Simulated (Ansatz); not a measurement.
bcc Na was calculated with PBEsol in Ansatz (plane waves, PAW).

Numerical settings: plane-wave cutoff 520 eV, 22×22×22 k mesh, Fermi–Dirac smearing 0.097 eV (set by the program), scalar-relativistic PAW data made under PBE.

Computed at the level's own relaxed cell.

Hill averages of the elastic tensor: K = 7.9 GPa, G = 3.0 GPa. Volume 36.298 Å³/atom, mean atomic mass 22.990 u.

Work out the density, the sound velocities of a polycrystal and the elastic Debye temperature at this level.

ρ = 1.66054 × 22.990/36.298 = 1.052 g/cm³. v_l = √[(K + 4G/3)/ρ] = 3.363 km/s and v_t = √(G/ρ) = 1.689 km/s. The mean follows from 3/v_m³ = 1/v_l³ + 2/v_t³: v_m = 1.894 km/s. Θ_D = (ħ/k_B) v_m (6π²/V)^(1/3) = 76.38 K Å s/km × 1.894 × 1.1772 Å⁻¹ = 170 K, counting all atoms of the cell.

Ansatz is a quantum-chemistry and plane-wave program.
